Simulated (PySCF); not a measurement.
Geometry:
```csv
atom,x (Å),y (Å),z (Å)
C1,-1.115,0.185,-0.325
C2,0.100,-0.069,0.494
F3,-0.113,-0.192,1.819
C4,1.340,-0.180,0.038
F5,1.645,-0.073,-1.253
F6,2.427,-0.406,0.761
H7,-0.850,0.268,-1.374
H8,-1.825,-0.631,-0.191
H9,-1.595,1.105,0.005
```

All values are calculated (PySCF): shieldings: GIAO PBE0/pcSseg-1, geometry: GFN2-xTB. No relativistic terms, in vacuum, single conformer, fast rotation and ring inversion assumed for equivalent nuclei.

Scale: 13C (186.93 ppm), 1H (31.72 ppm) against TMS; 19F (170.95 ppm) vs CFCl3 (reference shieldings calculated alike).

```tsv
atoms	nucleus	count	δ (ppm)
F6	19F	1	-108.1
H7/H8/H9	1H	3	?
C1	13C	1	15.1
F3	19F	1	-185.7
F5	19F	1	-127.8
C2	13C	1	?
C4	13C	1	166.6
```

Task: Complete the table.

Result: 
- C2: 135.4 ppm, fully substituted alkene carbon; as expected for a trigonal carbon in a double bond
- H7/H8/H9: 2.15 ppm, hydrogen on an allylic methyl carbon; allylic position

Shifts are as computed. Against solution values, carbons near 30 ppm lie about +3 ppm off and those near 130 ppm about +5 ppm (rms about the fit 2.1 ppm; single classes can miss by 10 ppm). Of 1328 compounds with measured shifts, 309 miss one by over three times the rms of a fit or turn the order of signals round; such compounds aren't used in these exercises. Signals without a measured value on file couldn't be tested in this way; 1H shifts scatter by 0.2 ppm about their fit, and single ones miss by 0.5 ppm. Unscaled 19F shifts against computed CFCl3 carry errors that often reach 10 to 50 ppm.
